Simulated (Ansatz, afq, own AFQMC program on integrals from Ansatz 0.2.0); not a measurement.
# Where AFQMC and coupled cluster stand for Fe, septet

A free Fe atom.

Basis def2-SVP. Noble-gas cores (and the filled d shells of Ga–Kr and In–Xe) are frozen. Integrals, coupled cluster, full CI and functionals: Ansatz 0.2.0; the random walks run on the same integrals in our own AFQMC program. ph-AFQMC/CISD is guided by a CISD state made of CCSD amplitudes; releasing the constraint for a short imaginary time cuts its bias at the price of noise, slowly where states lie close. ± is one standard error of the sampling. The metal's outer-core s and p shells are frozen, which shifts wave-function levels against functionals.

Determinant: UHF, the one that the program's search chose, which needn't be the lowest solution.

Full CI on the same integrals is exact in this basis and with this determinant's frozen core.

Cautions: no relativity below Rb; outer-core shells of the metal frozen; another spin lies lower (by 3.02 eV); the ph-AFQMC/CISD walk drifts between its halves (2.2 errors); the released energy hasn't reached full CI (69 meV above it at 4.20 1/Eh), so no released level is given (meV from the phaseless value at times in 1/Eh: -7 ± 3 at 0.60, -4 ± 3 at 1.20, -13 ± 8 at 2.00, -7 ± 3 at 3.00, -6 ± 7 at 4.20).

* T1 diagnostic: 0.0056
* weight of the determinant in the CISD state: 0.944
* ⟨S²⟩ of the determinant: 12.002
* size of the correlated space: 8 electrons in 22 orbitals

Reference: full CI, correlation energy -2.662 eV.

```json
{"level": "HF", "E − E(reference) (mEh)": "97.84", "share of correlation (%)": "0.00"}
{"level": "MP2", "E − E(reference) (mEh)": "12.99", "share of correlation (%)": "86.72"}
{"level": "CCSD", "E − E(reference) (mEh)": "5.67", "share of correlation (%)": "94.20"}
{"level": "CCSD(T)", "E − E(reference) (mEh)": "2.80", "share of correlation (%)": "97.14"}
{"level": "CCSDT", "E − E(reference) (mEh)": "0.08", "share of correlation (%)": "99.92"}
{"level": "CCSDT(Q)", "E − E(reference) (mEh)": "0.02", "share of correlation (%)": "99.98"}
{"level": "CCSDTQ", "E − E(reference) (mEh)": "-0.02", "share of correlation (%)": "100.02"}
{"level": "ph-AFQMC/HF", "E − E(reference) (mEh)": "6.47 ± 0.31", "share of correlation (%)": "93.38"}
{"level": "ph-AFQMC/CISD", "E − E(reference) (mEh)": "2.74 ± 0.09", "share of correlation (%)": "97.20"}
```

CCSDT and higher add their correlation energy to the determinant of the CCSD(T) run, since their own runs factorise the integrals more tightly (a shift of under 2 meV).
